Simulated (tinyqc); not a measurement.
Worked calculation (part 1 of 3): UHF in the sto-6g basis, for BH3, spin multiplicity 1. Computed by tinyqc, a small Python program that keeps every step (integrals from PySCF). Settings: charge = 0, multiplicity = 1, basis = sto-6g, energy threshold = 1e-08, iteration cap = 57, orthogonalisation = symmetric, start = core, DIIS depth = 4, method = UHF, break = 0.2. Command: `OMP_NUM_THREADS=1 python tinyqc.py 25951 25952 out.jsonl` (the two numbers bound the seeds that draw the settings). One thread of a shared host (Intel(R) Xeon(R) Processor @ 2.60GHz), about 0.3 s of CPU time with the checks. Later iterations appear only in the table of the cycle.

## One-electron integrals

Geometry (angstrom):
```
atom        x        y       z
B      0.0000   0.0000  0.0120
H      1.4760   0.0000  0.0000
H     -0.7380   1.2790  0.0000
H     -0.7380  -1.2790  0.0000
```

Basis sto-6g: exponents (1/bohr^2) and contraction coefficients of normalised primitives:
```
element  l (shell)  exponent  coefficient
B            s (1)  506.0111       0.0092
B            s (1)   92.7768       0.0494
B            s (1)   25.9557       0.1685
B            s (1)    8.9164       0.3706
B            s (1)    3.4625       0.4165
B            s (1)    1.4261       0.1303
B            s (2)   23.1946      -0.0133
B            s (2)    4.5908      -0.0470
B            s (2)    1.4268      -0.0338
B            s (2)    0.5489       0.2502
B            s (2)    0.2384       0.5951
B            s (2)    0.1093       0.2407
B            p (3)   23.1946       0.0038
B            p (3)    4.5908       0.0377
B            p (3)    1.4268       0.1739
B            p (3)    0.5489       0.4180
B            p (3)    0.2384       0.4259
B            p (3)    0.1093       0.1017
H            s (1)   35.5232       0.0092
H            s (1)    6.5131       0.0494
H            s (1)    1.8221       0.1685
H            s (1)    0.6260       0.3706
H            s (1)    0.2431       0.4165
H            s (1)    0.1001       0.1303
```

Overlap, kinetic and nuclear-attraction integrals over the contracted functions; the nuclear repulsion is the sum of Za Zb / Rab.

nuclear repulsion = 5.996865 hartree

overlap S:
```
         1B 1s   1B 2s   1B 2px   1B 2py   1B 2pz    2H 1s    3H 1s    4H 1s
1B 1s   1.0000  0.2649   0.0000   0.0000   0.0000   0.0362   0.0361   0.0361
1B 2s   0.2649  1.0000   0.0000   0.0000   0.0000   0.3405   0.3402   0.3402
1B 2px  0.0000  0.0000   1.0000   0.0000   0.0000   0.3831  -0.1914  -0.1914
1B 2py  0.0000  0.0000   0.0000   1.0000   0.0000   0.0000   0.3316  -0.3316
1B 2pz  0.0000  0.0000   0.0000   0.0000   1.0000  -0.0031  -0.0031  -0.0031
2H 1s   0.0362  0.3405   0.3831   0.0000  -0.0031   1.0000   0.0474   0.0474
3H 1s   0.0361  0.3402  -0.1914   0.3316  -0.0031   0.0474   1.0000   0.0473
4H 1s   0.0361  0.3402  -0.1914  -0.3316  -0.0031   0.0474   0.0473   1.0000
```

kinetic energy T (hartree):
```
          1B 1s    1B 2s   1B 2px   1B 2py   1B 2pz    2H 1s    3H 1s    4H 1s
1B 1s   10.9472  -0.3339   0.0000   0.0000   0.0000  -0.0102  -0.0102  -0.0102
1B 2s   -0.3339   0.3745   0.0000   0.0000   0.0000   0.0320   0.0319   0.0319
1B 2px   0.0000   0.0000   1.1250   0.0000   0.0000   0.1163  -0.0580  -0.0580
1B 2py   0.0000   0.0000   0.0000   1.1250   0.0000   0.0000   0.1006  -0.1006
1B 2pz   0.0000   0.0000   0.0000   0.0000   1.1250  -0.0009  -0.0009  -0.0009
2H 1s   -0.0102   0.0320   0.1163   0.0000  -0.0009   0.7685  -0.0096  -0.0096
3H 1s   -0.0102   0.0319  -0.0580   0.1006  -0.0009  -0.0096   0.7685  -0.0095
4H 1s   -0.0102   0.0319  -0.0580  -0.1006  -0.0009  -0.0096  -0.0095   0.7685
```

nuclear attraction V (hartree):
```
           1B 1s    1B 2s   1B 2px   1B 2py   1B 2pz    2H 1s    3H 1s    4H 1s
1B 1s   -24.4669  -3.0290   0.0000   0.0000   0.0003  -0.4520  -0.4513  -0.4513
1B 2s    -3.0290  -4.8131  -0.0001   0.0000   0.0028  -1.3379  -1.3365  -1.3365
1B 2px    0.0000  -0.0001  -4.8522   0.0000   0.0000  -1.4198   0.7089   0.7089
1B 2py    0.0000   0.0000   0.0000  -4.8522   0.0000   0.0000  -1.2287   1.2287
1B 2pz    0.0003   0.0028   0.0000   0.0000  -4.7343   0.0119   0.0119   0.0119
2H 1s    -0.4520  -1.3379  -1.4198   0.0000   0.0119  -3.4381  -0.1737  -0.1737
3H 1s    -0.4513  -1.3365   0.7089  -1.2287   0.0119  -0.1737  -3.4372  -0.1734
4H 1s    -0.4513  -1.3365   0.7089   1.2287   0.0119  -0.1737  -0.1734  -3.4372
```

core Hamiltonian H = T + V (hartree):
```
           1B 1s    1B 2s   1B 2px   1B 2py   1B 2pz    2H 1s    3H 1s    4H 1s
1B 1s   -13.5197  -3.3629   0.0000   0.0000   0.0003  -0.4623  -0.4616  -0.4616
1B 2s    -3.3629  -4.4386  -0.0001   0.0000   0.0028  -1.3058  -1.3045  -1.3045
1B 2px    0.0000  -0.0001  -3.7272   0.0000   0.0000  -1.3035   0.6509   0.6509
1B 2py    0.0000   0.0000   0.0000  -3.7272   0.0000   0.0000  -1.1281   1.1281
1B 2pz    0.0003   0.0028   0.0000   0.0000  -3.6093   0.0110   0.0110   0.0110
2H 1s    -0.4623  -1.3058  -1.3035   0.0000   0.0110  -2.6696  -0.1833  -0.1833
3H 1s    -0.4616  -1.3045   0.6509  -1.1281   0.0110  -0.1833  -2.6687  -0.1829
4H 1s    -0.4616  -1.3045   0.6509   1.1281   0.0110  -0.1833  -0.1829  -2.6687
```

## Two-electron integrals

Functions are numbered as in S; the eight-fold symmetry (ij|kl) = (ji|kl) = (kl|ij) leaves the list below.

Two-electron integrals (ij|kl) in chemists' order, unique and non-zero (hartree):
```
(11|11) 2.9250      (21|11) 0.4808      (21|21) 0.0995      (22|11) 0.7434
(22|21) 0.1890      (22|22) 0.5449      (31|31) 0.0211      (32|31) 0.0309
(32|32) 0.1204      (33|11) 0.7434      (33|21) 0.1890      (33|22) 0.5449
(33|33) 0.5871      (41|41) 0.0211      (42|41) 0.0309      (42|42) 0.1204
(43|43) 0.0316      (44|11) 0.7434      (44|21) 0.1890      (44|22) 0.5449
(44|33) 0.5238      (44|44) 0.5871      (51|51) 0.0211      (52|51) 0.0309
(52|52) 0.1204      (53|53) 0.0316      (54|54) 0.0316      (55|11) 0.7434
(55|21) 0.1890      (55|22) 0.5449      (55|33) 0.5238      (55|44) 0.5238
(55|55) 0.5871      (61|11) 0.0677      (61|21) 0.0136      (61|22) 0.0256
(61|31) 0.0011      (61|32) 0.0021      (61|33) 0.0259      (61|44) 0.0255
(61|51) -8.69e-06   (61|52) -1.67e-05   (61|53) -3.37e-06   (61|55) 0.0255
(61|61) 0.0019      (62|11) 0.1835      (62|21) 0.0476      (62|22) 0.1536
(62|31) 0.0055      (62|32) 0.0342      (62|33) 0.1627      (62|44) 0.1490
(62|51) -4.50e-05   (62|52) -2.78e-04   (62|53) -1.11e-04   (62|55) 0.1490
(62|61) 0.0069      (62|62) 0.0636      (63|11) 0.1822      (63|21) 0.0479
(63|22) 0.1624      (63|31) 0.0093      (63|32) 0.0544      (63|33) 0.1791
(63|44) 0.1540      (63|51) -3.80e-05   (63|52) -2.64e-04   (63|53) -1.54e-04
(63|55) 0.1540      (63|61) 0.0073      (63|62) 0.0784      (63|63) 0.1010
(64|41) 0.0047      (64|42) 0.0219      (64|43) 0.0062      (64|54) -5.03e-05
(64|64) 0.0064      (65|11) -0.0015     (65|21) -3.89e-04   (65|22) -0.0013
(65|31) -3.80e-05   (65|32) -2.64e-04   (65|33) -0.0014     (65|44) -0.0013
(65|51) 0.0047      (65|52) 0.0219      (65|53) 0.0062      (65|55) -0.0014
(65|61) -5.92e-05   (65|62) -0.0006     (65|63) -0.0008     (65|65) 0.0064
(66|11) 0.3567      (66|21) 0.0943      (66|22) 0.3447      (66|31) 0.0121
(66|32) 0.1016      (66|33) 0.3831      (66|44) 0.3255      (66|51) -9.85e-05
(66|52) -0.0008     (66|53) -4.69e-04   (66|55) 0.3255      (66|61) 0.0140
(66|62) 0.1908      (66|63) 0.2540      (66|65) -0.0021     (66|66) 0.7750
(71|11) 0.0676      (71|21) 0.0136      (71|22) 0.0256      (71|31) -0.0005
(71|32) -0.0010     (71|33) 0.0256      (71|41) 0.0009      (71|42) 0.0018
(71|43) -1.79e-04   (71|44) 0.0258      (71|51) -8.67e-06   (71|52) -1.67e-05
(71|53) 1.68e-06    (71|54) -2.91e-06   (71|55) 0.0255      (71|61) 0.0018
(71|62) 0.0063      (71|63) 0.0062      (71|64) 2.54e-04    (71|65) -5.37e-05
(71|66) 0.0124      (71|71) 0.0019      (72|11) 0.1833      (72|21) 0.0475
(72|22) 0.1534      (72|31) -0.0028     (72|32) -0.0171     (72|33) 0.1523
(72|41) 0.0048      (72|42) 0.0296      (72|43) -0.0059     (72|44) 0.1591
(72|51) -4.50e-05   (72|52) -2.78e-04   (72|53) 5.53e-05    (72|54) -9.59e-05
(72|55) 0.1489      (72|61) 0.0063      (72|62) 0.0395      (72|63) 0.0396
(72|64) 0.0046      (72|65) -3.87e-04   (72|66) 0.0886      (72|71) 0.0069
(72|72) 0.0635      (73|11) -0.0910     (73|21) -0.0239     (73|22) -0.0811
(73|31) 0.0058      (73|32) 0.0300      (73|33) -0.0847     (73|41) -0.0020
(73|42) -0.0140     (73|43) 0.0081      (73|44) -0.0817     (73|51) 1.90e-05
(73|52) 1.32e-04    (73|53) -7.60e-05   (73|54) 4.47e-05    (73|55) -0.0769
(73|61) -0.0029     (73|62) -0.0158     (73|63) -0.0132     (73|64) -0.0013
(73|65) 1.53e-04    (73|66) -0.0329     (73|71) -0.0036     (73|72) -0.0391
(73|73) 0.0300      (74|11) 0.1577      (74|21) 0.0414      (74|22) 0.1405
(74|31) -0.0020     (74|32) -0.0140     (74|33) 0.1361      (74|41) 0.0081
(74|42) 0.0462      (74|43) -0.0079     (74|44) 0.1523      (74|51) -3.29e-05
(74|52) -2.28e-04   (74|53) 4.47e-05    (74|54) -1.28e-04   (74|55) 0.1333
(74|61) 0.0055      (74|62) 0.0366      (74|63) 0.0367      (74|64) 0.0073
(74|65) -3.52e-04   (74|66) 0.0829      (74|71) 0.0063      (74|72) 0.0678
(74|73) -0.0409     (74|74) 0.0772      (75|11) -0.0015     (75|21) -3.89e-04
(75|22) -0.0013     (75|31) 1.90e-05    (75|32) 1.32e-04    (75|33) -0.0013
(75|41) -3.29e-05   (75|42) -2.28e-04   (75|43) 4.47e-05    (75|44) -0.0013
(75|51) 0.0046      (75|52) 0.0219      (75|53) -0.0031     (75|54) 0.0054
(75|55) -0.0014     (75|61) -5.37e-05   (75|62) -3.87e-04   (75|63) -3.81e-04
(75|64) -4.34e-05   (75|65) 0.0035      (75|66) -0.0009     (75|71) -5.90e-05
(75|72) -0.0006     (75|73) 3.84e-04    (75|74) -0.0007     (75|75) 0.0064
(76|11) 0.0237      (76|21) 0.0062      (76|22) 0.0203      (76|31) 2.98e-04
(76|32) 0.0019      (76|33) 0.0205      (76|41) 0.0005      (76|42) 0.0033
(76|43) 1.95e-04    (76|44) 0.0207      (76|51) -9.70e-06   (76|52) -6.16e-05
(76|53) -9.28e-06   (76|54) -1.61e-05   (76|55) 0.0197      (76|61) 0.0009
(76|62) 0.0070      (76|63) 0.0081      (76|64) 0.0008      (76|65) -7.67e-05
(76|66) 0.0191      (76|71) 0.0009      (76|72) 0.0070      (76|73) -0.0034
(76|74) 0.0074      (76|75) -7.66e-05   (76|76) 0.0010      (77|11) 0.3566
(77|21) 0.0943      (77|22) 0.3446      (77|31) -0.0061     (77|32) -0.0507
(77|33) 0.3397      (77|41) 0.0105      (77|42) 0.0879      (77|43) -0.0249
(77|44) 0.3686      (77|51) -9.84e-05   (77|52) -0.0008     (77|53) 2.34e-04
(77|54) -4.06e-04   (77|55) 0.3254      (77|61) 0.0124      (77|62) 0.0886
(77|63) 0.0883      (77|64) 0.0129      (77|65) -0.0009     (77|66) 0.2069
(77|71) 0.0139      (77|72) 0.1906      (77|73) -0.1269     (77|74) 0.2199
(77|75) -0.0021     (77|76) 0.0191      (77|77) 0.7750      (81|11) 0.0676
(81|21) 0.0136      (81|22) 0.0256      (81|31) -0.0005     (81|32) -0.0010
(81|33) 0.0256      (81|41) -0.0009     (81|42) -0.0018     (81|43) 1.79e-04
(81|44) 0.0258      (81|51) -8.67e-06   (81|52) -1.67e-05   (81|53) 1.68e-06
(81|54) 2.91e-06    (81|55) 0.0255      (81|61) 0.0018      (81|62) 0.0063
(81|63) 0.0062      (81|64) -2.54e-04   (81|65) -5.37e-05   (81|66) 0.0124
(81|71) 0.0018      (81|72) 0.0062      (81|73) -0.0033     (81|74) 0.0052
(81|75) -5.36e-05   (81|76) 0.0008      (81|77) 0.0124      (81|81) 0.0019
(82|11) 0.1833      (82|21) 0.0475      (82|22) 0.1534      (82|31) -0.0028
(82|32) -0.0171     (82|33) 0.1523      (82|41) -0.0048     (82|42) -0.0296
(82|43) 0.0059      (82|44) 0.1591      (82|51) -4.50e-05   (82|52) -2.78e-04
(82|53) 5.53e-05    (82|54) 9.59e-05    (82|55) 0.1489      (82|61) 0.0063
(82|62) 0.0395      (82|63) 0.0396      (82|64) -0.0046     (82|65) -3.87e-04
(82|66) 0.0886      (82|71) 0.0062      (82|72) 0.0395      (82|73) -0.0238
(82|74) 0.0320      (82|75) -3.87e-04   (82|76) 0.0049      (82|77) 0.0885
(82|81) 0.0069      (82|82) 0.0635      (83|11) -0.0910     (83|21) -0.0239
(83|22) -0.0811     (83|31) 0.0058      (83|32) 0.0300      (83|33) -0.0847
(83|41) 0.0020      (83|42) 0.0140      (83|43) -0.0081     (83|44) -0.0817
(83|51) 1.90e-05    (83|52) 1.32e-04    (83|53) -7.60e-05   (83|54) -4.47e-05
(83|55) -0.0769     (83|61) -0.0029     (83|62) -0.0158     (83|63) -0.0132
(83|64) 0.0013      (83|65) 1.53e-04    (83|66) -0.0329     (83|71) -0.0033
(83|72) -0.0238     (83|73) 0.0175      (83|74) -0.0190     (83|75) 2.28e-04
(83|76) -0.0024     (83|77) -0.0553     (83|81) -0.0036     (83|82) -0.0391
(83|83) 0.0300      (84|11) -0.1577     (84|21) -0.0414     (84|22) -0.1405
(84|31) 0.0020      (84|32) 0.0140      (84|33) -0.1361     (84|41) 0.0081
(84|42) 0.0462      (84|43) -0.0079     (84|44) -0.1523     (84|51) 3.29e-05
(84|52) 2.28e-04    (84|53) -4.47e-05   (84|54) -1.28e-04   (84|55) -0.1333
(84|61) -0.0055     (84|62) -0.0366     (84|63) -0.0367     (84|64) 0.0073
(84|65) 3.52e-04    (84|66) -0.0829     (84|71) -0.0052     (84|72) -0.0320
(84|73) 0.0190      (84|74) -0.0234     (84|75) 3.08e-04    (84|76) -0.0041
(84|77) -0.0699     (84|81) -0.0063     (84|82) -0.0678     (84|83) 0.0409
(84|84) 0.0772      (85|11) -0.0015     (85|21) -3.89e-04   (85|22) -0.0013
(85|31) 1.90e-05    (85|32) 1.32e-04    (85|33) -0.0013     (85|41) 3.29e-05
(85|42) 2.28e-04    (85|43) -4.47e-05   (85|44) -0.0013     (85|51) 0.0046
(85|52) 0.0219      (85|53) -0.0031     (85|54) -0.0054     (85|55) -0.0014
(85|61) -5.37e-05   (85|62) -3.87e-04   (85|63) -3.81e-04   (85|64) 4.34e-05
(85|65) 0.0035      (85|66) -0.0009     (85|71) -5.36e-05   (85|72) -3.87e-04
(85|73) 2.28e-04    (85|74) -3.08e-04   (85|75) 0.0035      (85|76) -5.18e-05
(85|77) -0.0009     (85|81) -5.90e-05   (85|82) -0.0006     (85|83) 3.84e-04
(85|84) 0.0007      (85|85) 0.0064      (86|11) 0.0237      (86|21) 0.0062
(86|22) 0.0203      (86|31) 2.98e-04    (86|32) 0.0019      (86|33) 0.0205
(86|41) -0.0005     (86|42) -0.0033     (86|43) -1.95e-04   (86|44) 0.0207
(86|51) -9.70e-06   (86|52) -6.16e-05   (86|53) -9.28e-06   (86|54) 1.61e-05
(86|55) 0.0197      (86|61) 0.0009      (86|62) 0.0070      (86|63) 0.0081
(86|64) -0.0008     (86|65) -7.67e-05   (86|66) 0.0191      (86|71) 0.0008
(86|72) 0.0049      (86|73) -0.0024     (86|74) 0.0041      (86|75) -5.18e-05
(86|76) 0.0008      (86|77) 0.0109      (86|81) 0.0009      (86|82) 0.0070
(86|83) -0.0034     (86|84) -0.0074     (86|85) -7.66e-05   (86|86) 0.0010
(87|11) 0.0237      (87|21) 0.0061      (87|22) 0.0203      (87|31) -0.0006
(87|32) -0.0038     (87|33) 0.0208      (87|44) 0.0203      (87|51) -9.68e-06
(87|52) -6.15e-05   (87|53) 1.85e-05    (87|55) 0.0197      (87|61) 0.0008
(87|62) 0.0049      (87|63) 0.0048      (87|65) -5.18e-05   (87|66) 0.0109
(87|71) 0.0009      (87|72) 0.0070      (87|73) -0.0047     (87|74) 0.0066
(87|75) -7.64e-05   (87|76) 0.0008      (87|77) 0.0191      (87|81) 0.0009
(87|82) 0.0070      (87|83) -0.0047     (87|84) -0.0066     (87|85) -7.64e-05
(87|86) 0.0008      (87|87) 0.0010      (88|11) 0.3566      (88|21) 0.0943
(88|22) 0.3446      (88|31) -0.0061     (88|32) -0.0507     (88|33) 0.3397
(88|41) -0.0105     (88|42) -0.0879     (88|43) 0.0249      (88|44) 0.3686
(88|51) -9.84e-05   (88|52) -0.0008     (88|53) 2.34e-04    (88|54) 4.06e-04
(88|55) 0.3254      (88|61) 0.0124      (88|62) 0.0886      (88|63) 0.0883
(88|64) -0.0129     (88|65) -0.0009     (88|66) 0.2069      (88|71) 0.0124
(88|72) 0.0885      (88|73) -0.0553     (88|74) 0.0699      (88|75) -0.0009
(88|76) 0.0109      (88|77) 0.2068      (88|81) 0.0139      (88|82) 0.1906
(88|83) -0.1269     (88|84) -0.2199     (88|85) -0.0021     (88|86) 0.0191
(88|87) 0.0191      (88|88) 0.7750
```

## Orthogonalisation

S = U s U^T; symmetric (Loewdin) form X = U s^(-1/2) U^T, so that X^T S X = 1.

eigenvalues of S: 0.4135  0.5066  0.5067  0.9690  1.0002  1.4460  1.4460  1.7121

X:
```
          1B 1s    1B 2s   1B 2px   1B 2py   1B 2pz    2H 1s    3H 1s    4H 1s
1B 1s    1.0307  -0.1596   0.0000   0.0000   0.0002   0.0213   0.0213   0.0213
1B 2s   -0.1596   1.1979   0.0001   0.0000  -0.0015  -0.2079  -0.2076  -0.2076
1B 2px   0.0000   0.0001   1.1038   0.0000   0.0000  -0.2339   0.1168   0.1168
1B 2py   0.0000   0.0000   0.0000   1.1038   0.0000   0.0000  -0.2024   0.2024
1B 2pz   0.0002  -0.0015   0.0000   0.0000   1.0000   0.0019   0.0019   0.0019
2H 1s    0.0213  -0.2079  -0.2339   0.0000   0.0019   1.1241  -0.0087  -0.0087
3H 1s    0.0213  -0.2076   0.1168  -0.2024   0.0019  -0.0087   1.1239  -0.0087
4H 1s    0.0213  -0.2076   0.1168   0.2024   0.0019  -0.0087  -0.0087   1.1239
```

## Starting guess

The start is the orbitals of the core Hamiltonian, with HOMO and LUMO mixed by +/-0.2 rad for the two spins; D(s) = C_occ C_occ^T for each spin.

D(alpha) at the start:
```
          1B 1s    1B 2s   1B 2px   1B 2py   1B 2pz    2H 1s    3H 1s    4H 1s
1B 1s    1.0838  -0.3266  -0.0006   0.0000   0.0031   0.0298   0.0297   0.0297
1B 2s   -0.3266   1.2592   0.0025   0.0000  -0.0130  -0.0993  -0.0988  -0.0988
1B 2px  -0.0006   0.0025   1.0914   0.0000   0.2075  -0.1345   0.0673   0.0673
1B 2py   0.0000   0.0000   0.0000   1.1363   0.0000   0.0000  -0.1213   0.1213
1B 2pz   0.0031  -0.0130   0.2075   0.0000   0.0396  -0.0245   0.0139   0.0139
2H 1s    0.0298  -0.0993  -0.1345   0.0000  -0.0245   0.0244  -0.0005  -0.0005
3H 1s    0.0297  -0.0988   0.0673  -0.1213   0.0139  -0.0005   0.0249  -0.0010
4H 1s    0.0297  -0.0988   0.0673   0.1213   0.0139  -0.0005  -0.0010   0.0249
```

D(beta) at the start:
```
          1B 1s    1B 2s   1B 2px   1B 2py   1B 2pz    2H 1s    3H 1s    4H 1s
1B 1s    1.0838  -0.3266   0.0005   0.0000   0.0030   0.0297   0.0298   0.0298
1B 2s   -0.3266   1.2592  -0.0022   0.0000  -0.0126  -0.0987  -0.0991  -0.0991
1B 2px   0.0005  -0.0022   1.0914   0.0000  -0.2075  -0.1346   0.0672   0.0672
1B 2py   0.0000   0.0000   0.0000   1.1363   0.0000   0.0000  -0.1213   0.1213
1B 2pz   0.0030  -0.0126  -0.2075   0.0000   0.0396   0.0266  -0.0118  -0.0118
2H 1s    0.0297  -0.0987  -0.1346   0.0000   0.0266   0.0244  -0.0005  -0.0005
3H 1s    0.0298  -0.0991   0.0672  -0.1213  -0.0118  -0.0005   0.0249  -0.0010
4H 1s    0.0298  -0.0991   0.0672   0.1213  -0.0118  -0.0005  -0.0010   0.0249
```
